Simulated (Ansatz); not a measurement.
A trace of molecular dynamics of H₂NOSi (5 atoms, charge -1, multiplicity 1).

Theory: UKS B3LYP/def2-SVP (Ansatz).

```json
{
  "ensemble": "NVE (velocity Verlet)",
  "starting velocities drawn for": "300 K",
  "seed": "12127"
}
```

| time (fs) | T (K) | potential energy less start (eV) | conserved less start (meV/atom) |
| --- | --- | --- | --- |
| 0.0 | 300 | 0.000 | 0.00 |
| 4.0 | 207 | 0.036 | 0.02 |
| 8.0 | 209 | 0.036 | 0.06 |
| 12.0 | 779 | -0.185 | 0.08 |
| 16.0 | 2151 | -0.717 | 0.03 |
| 20.0 | 3730 | -1.331 | -0.22 |
| 24.0 | 4004 | -1.437 | -0.18 |
| 28.0 | 3582 | -1.273 | -0.07 |
| 32.0 | 3504 | -1.243 | -0.15 |
| 36.0 | 3072 | -1.075 | -0.04 |
| 40.0 | 2664 | -0.918 | -0.15 |
| 44.0 | 1678 | -0.535 | -0.04 |
| 48.0 | 1038 | -0.286 | 0.06 |
| 52.0 | 1778 | -0.573 | 0.01 |
| 56.0 | 3815 | -1.364 | -0.13 |
| 60.0 | 5243 | -1.918 | -0.29 |
| 64.0 | 4529 | -1.641 | -0.20 |
| 68.0 | 3221 | -1.134 | -0.16 |
| 72.0 | 1895 | -0.618 | 0.01 |
| 76.0 | 2524 | -0.863 | -0.22 |
| 80.0 | 3178 | -1.117 | -0.21 |
| 84.0 | 2952 | -1.029 | -0.08 |
| 88.0 | 3052 | -1.068 | -0.15 |
| 92.0 | 3141 | -1.101 | 0.09 |
| 96.0 | 3837 | -1.373 | -0.27 |
| 100.0 | 2990 | -1.044 | -0.10 |

Q: Can this run be trusted? Judge the integration.

A: The conserved energy stayed within 0.37 meV per atom of its start (net change -0.1 meV per atom), so the integration is sound. The system heated up, since it started high on the potential surface and ran downhill. A run of 0.1 ps of so small a system gives no equilibrium averages. The orbitals stay closed-shell, which can raise the energy where a bond breaks towards radicals; this wasn't checked here. Limits of this set-up: an anion without diffuse functions, the dipole of an ion depends on the origin. The time step was 0.5 fs.

The run took 9.6 min on 1 thread of Intel(R) Xeon(R) Platinum 8259CL CPU @ 2.50GHz (Skylake/Cascade Lake), on a shared host, peak memory 0.15 GiB.
